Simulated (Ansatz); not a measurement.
A made-up structure of CH$_{7}$SSi (charge +1), singlet:

C1  (-1.149, 0.847, -0.641)
S2  (0.414, 0.016, -1.024)
Si3  (0.908, -1.097, 0.878)
H4  (-1.913, 0.070, -0.639)
H5  (-1.343, 1.548, -1.451)
H6  (0.702, -0.295, -2.316)
H7  (1.268, 1.047, -0.852)
H8  (-0.129, -2.145, 0.857)
H9  (0.760, -0.090, 1.946)
H10  (2.284, -1.549, 0.606)
(Å)

It is relaxed with PBE-D4/def2-SVP and then PBE0-D4/def2-TZVP (Ansatz 0.2.0). Atoms count as bonded within 1.22 times the sum of their covalent radii (H–H: 0.88 Å). The end point is not checked to be a true minimum.

Q: Does its bonding change? (A judgement: the text doesn't fix the answer.)

A: The calculation gives: No: no bond forms or breaks.

Where it ends: The first stage lowers the energy by 0.75 eV in 11 steps. It ends as CH₇SSi ([CH2][SH2][SiH3]), total charge +1:
```
10
angstrom
C -1.1623 0.6958 -0.8272
S 0.3834 0.2318 -0.9311
Si 0.8721 -1.1106 0.8464
H -1.8278 -0.0878 -0.4895
H -1.5114 1.4592 -1.5103
H 1.0658 -0.3344 -2.0237
H 1.2199 1.3008 -0.8562
H -0.3716 -1.8989 0.8737
H 1.0468 -0.0972 1.8992
H 2.0870 -1.8050 0.3819
```

Labels in which every atom is bracketed show which atoms are joined, not bond orders.

For scale, one of the runs: PBE0-D4/def2-TZVP relaxation, 147 basis functions, launched by `ansatz run in.yaml --threads 2 --pin off --events-out ev --progress --plain --max-ram 4352MiB`. Hardware: 2 CPU threads of an Arm Neoverse N1, shared host. Wall time about 58 s.
